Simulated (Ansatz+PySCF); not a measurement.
The numbers below are computed, except where a source is named.
A run of PySCF 2.14.0 on doublet C₂H₃O₂ at this shape:

```yaml
atoms:
  - { symbol: C, position_ang: [0.0000, 0.0192, -1.1840] }
  - { symbol: O, position_ang: [0.0000, 0.7306, -0.0183] }
  - { symbol: C, position_ang: [0.0000, 0.0462, 1.1615] }
  - { symbol: H, position_ang: [0.0000, 0.7761, 1.9791] }
  - { symbol: H, position_ang: [0.0000, -1.0574, -1.1390] }
  - { symbol: H, position_ang: [0.0000, 0.6299, -2.0699] }
  - { symbol: O, position_ang: [0.0000, -1.1445, 1.2706] }
```

Its results:

* Converged: yes
* Reference energy: -227.24270 hartree
* Correlation energy: -0.76389 hartree
* Total energy: -228.00660 hartree
* Spin squared of the determinant: 0.763

Which input gives this output? Name the method, the orbitals and the basis set, and write the input.

UHF-MP2 in cc-pVTZ.

```python
from pyscf import gto, scf, mp

mol = gto.M(atom="""
C 0.000000 0.019150 -1.184020
O 0.000000 0.730620 -0.018290
C 0.000000 0.046230 1.161490
H 0.000000 0.776050 1.979130
H 0.000000 -1.057380 -1.139010
H 0.000000 0.629860 -2.069860
O 0.000000 -1.144530 1.270560
""", basis='cc-pvtz', charge=0, spin=1)
mf = scf.UHF(mol)
mf.kernel()
pt = mp.MP2(mf, frozen=4).run()
print(mf.e_tot, pt.e_corr, pt.e_tot)
```
